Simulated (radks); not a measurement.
**Mg³⁺ in [He] 2s1 2p5 3s1: an all-electron calculation**

The task here is to estimate one member of a computed series from the others.

Method: Dirac Kohn-Sham, PBEsol, spin-unpolarised, spherical densities, finite nucleus; open shells fill j = l - 1/2 first. Code: radks (a radial shooting solver on a logarithmic mesh, Libxc functionals) version 1.

### Starting point

- element: magnesium (Z = 12)
- charge: +3
- electrons: 9
- configuration: [He] 2s1 2p5 3s1
- nuclear rms radius: 3.057 fm

The first run:

Settings of this run:

```text
Z 12
configuration [He] 2s1 2p5 3s1 3p0 4s0 3d0 4f0
relativity Dirac
functional pbe_sol,pbe_sol
spin unpolarised
j_filling energy
nucleus finite rms 3.057 fm
c 137.035999084
```

On the command line:

```
> python run_ks.py task.json out
```

This one command runs every case of the session in turn.

One table of the session follows, with a row left open; its other results are not shown here.

It belongs to the step «Orbitals and density». Radial moments (bohr):

| level | <r> | outermost maximum (interpolated) | 90 % within | nodes |
| --- | --- | --- | --- | --- |
| 1s1/2 | ? | ? | ? | ? |
| 2s1/2 | 0.6546 | 0.531 | 1.03 | 1 |
| 2p1/2 | 0.6133 | 0.453 | 1.02 | 0 |
| 2p3/2 | 0.6150 | 0.454 | 1.02 | 0 |
| 3s1/2 | 2.013 | 1.80 | 2.96 | 2 |
| 3p1/2 | 2.179 | 1.94 | 3.25 | 1 |
| 3p3/2 | 2.182 | 1.94 | 3.26 | 1 |
| 3d3/2 | 2.418 | 2.05 | 3.73 | 0 |
| 3d5/2 | 2.419 | 2.05 | 3.73 | 0 |

**Question.** Estimate the row for 1s1/2.

The run gave: <r>: 0.1307; outermost maximum (interpolated): 0.0851; 90 % within: 0.234; nodes: 0. In the column «<r>» it is the lowest.
